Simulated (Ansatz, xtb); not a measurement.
## Relative energy of two structures of CO2S2

Structure X is a singlet given by its coordinates and structure Y is `O=C1OSS1`, a singlet. Both are isolated molecules in the gas phase, relaxed with PBE-D3(BJ)/def2-SVP.

X (Å):

```json
{"atom": "C", "x (Å)": "-1.8782", "y (Å)": "-0.4751", "z (Å)": "-0.9078"}
{"atom": "O", "x (Å)": "-1.6711", "y (Å)": "-1.6403", "z (Å)": "-0.7698"}
{"atom": "O", "x (Å)": "-1.8666", "y (Å)": "0.7935", "z (Å)": "-3.5006"}
{"atom": "S", "x (Å)": "-1.2980", "y (Å)": "0.9506", "z (Å)": "-2.1217"}
{"atom": "S", "x (Å)": "-2.8181", "y (Å)": "0.8452", "z (Å)": "-0.3222"}
```

Close contacts (Å): C1–O2 1.19, C1–S4 1.96, C1–S5 1.72, O3–S4 1.50, S4–S5 2.36.

Y (Å):

```xyz
5

C    -2.1021    0.7062   -1.3933
O    -1.9772   -0.3418   -0.5325
O    -2.4539    1.8133   -1.1064
S    -1.4304   -1.6267   -1.6185
S    -1.6147   -0.0078   -2.9958
```

Quicker runs give these differences E(Y) − E(X): GFN2-xTB −14.3 kcal/mol; HF/STO-3G −115.0 kcal/mol (at GFN2-xTB geometries); r2SCAN-D4/def2-SVP −16.7 kcal/mol (at GFN2-xTB geometries).

Q: Estimate E(Y) − E(X) at the level CCSD(T)/def2-SVP + ΔMP2/def2-TZVPP.

A: Calculated at CCSD(T)/def2-SVP + ΔMP2/def2-TZVPP: E(Y) − E(X) = −11.9 kcal/mol, so structure Y lies lower.

The same difference at several levels:

```csv
level,geometry,E(Y) − E(X) (kcal/mol),departure from the last row (kcal/mol),"job, with rough time for the two"
GFN2-xTB,GFN2-xTB,−14.3,−2.4,"optimisation, 0.34 s"
HF/STO-3G,GFN2-xTB,−115.0,−103.2,"single point, 0.62 s"
r2SCAN-D4/def2-SVP,GFN2-xTB,−16.7,−4.8,"single point, 7.5 s"
PBE-D3(BJ)/def2-SVP,PBE-D3(BJ)/def2-SVP,−11.6,+0.2,"optimisation, 42 s"
HF/def2-SVP,PBE-D3(BJ)/def2-SVP,−44.9,−33.0,part of the CCSD(T) run
MP2/def2-SVP,PBE-D3(BJ)/def2-SVP,−14.9,−3.1,part of the CCSD(T) run
CCSD(T)/def2-SVP,PBE-D3(BJ)/def2-SVP,−21.2,−9.3,single point
CCSD(T)/def2-SVP + ΔMP2/def2-TZVPP,PBE-D3(BJ)/def2-SVP,−11.9,,"single point, 35 s"
```

The levels shown agree on the order. The largest departure from CCSD(T)/def2-SVP + ΔMP2/def2-TZVPP is that of HF/STO-3G, 103.2 kcal/mol. The last row adds to CCSD(T) the change of the MP2 difference between the two basis sets, here +9.3 kcal/mol, a large step that makes the value less sure.

With harmonic frequencies from PBE-D3(BJ)/def2-SVP (ideal gas, rigid rotor, one conformer each, 298.15 K, 1 atm): on the last row, ΔE + ΔZPE = −11.0, ΔH = −11.4, ΔG = −10.5 kcal/mol.

The T1 diagnostic of structures X and Y is large, so the coupled-cluster value is less sure. The correlated steps freeze 13 core orbitals. Mirror images aren't counted in ΔG. Programs: Ansatz 0.2.0, xtb 6.7.1; the last row on 1 thread of Arm Neoverse N1 on a shared host.
